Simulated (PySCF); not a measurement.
Species: C4H7O (charge -1).
Z-matrix (Å and degrees, GFN2-xTB geometry), rows numbered from 1:
```
C 
C   1  1.5577
O   2  1.2915  1  116.31
C   2  1.5429  1  111.27  3  -148.14
C   4  1.5173  2   60.54  1  -102.72
H   1  1.0907  2  109.18  3    58.87
H   1  1.0909  2  112.45  3   179.94
H   1  1.0907  2  109.17  3   -59.00
H   4  1.0836  2  118.53  5  -106.04
H   4  1.0870  2  120.71  5   106.40
H   5  1.0835  2  118.48  4   106.06
H   5  1.0870  2  120.74  4  -106.41
```

NICS = −σ at a ghost point: NICS(0) at the centroid of the ring atoms, NICS(1) 1 Å to either side along the normal of their mean plane, zz for the tensor component along that normal. Level: GIAO PBE0/pcSseg-1 (PySCF, non-relativistic, gas phase) on the GFN2-xTB geometry, one conformer.

Ring bond lengths (Å), with Mayer bond orders in brackets: C2–C4 1.543 (0.82), C4–C5 1.517 (0.95), C5–C2 1.543 (0.82).

Give the NICS values of each ring in ppm.

```json
{"ring": "C2–C4–C5", "type": "3-membered carbocycle; formal bonds all single", "NICS(0)": "-34.8", "NICS(1), two faces": "-8.1 / -4.3", "NICS(1)zz, two faces": "-19.8 / -13.1", "rms pucker (Å)": "0.00", "centre to ring atoms, mean (Å)": "0.89"}
```

What can be read from them?

- C2–C4–C5: mean NICS(1)zz -16.4 ppm, shielded. C2, C4, C5 have four or more neighbours, so the value isn't read as a sign of a π ring current. The two faces differ by 6.7 ppm, so no symmetry operation interchanges them. NICS(0) lies 29 ppm below the mean NICS(1).

At the second NICS(1) probe listed for ring C2–C4–C5, 1 Å off the ring, how large is the induced field along the normal in 14.1 T applied along it?

NICSzz × B0 = -13.1 ppm × 14.1 T = -185 μT, against the applied field.

How shielded are the nuclei of the rings and their hydrogens (means over atoms taken as equivalent)?

```csv
atoms,environment,σ isotropic (ppm),"principal values of the symmetric part, first atom (ppm)"
C2,sp3 carbon bound to oxygen,124.0,"80.6, 94.9, 196.6"
C4 (×2),three-membered-ring carbon,168.4,"138.2, 171.4, 195.5"
H9 (×2),methylene hydrogen,32.26,"27.1, 31.0, 38.6"
H10 (×2),methylene hydrogen,31.81,"26.0, 30.5, 38.9"
```
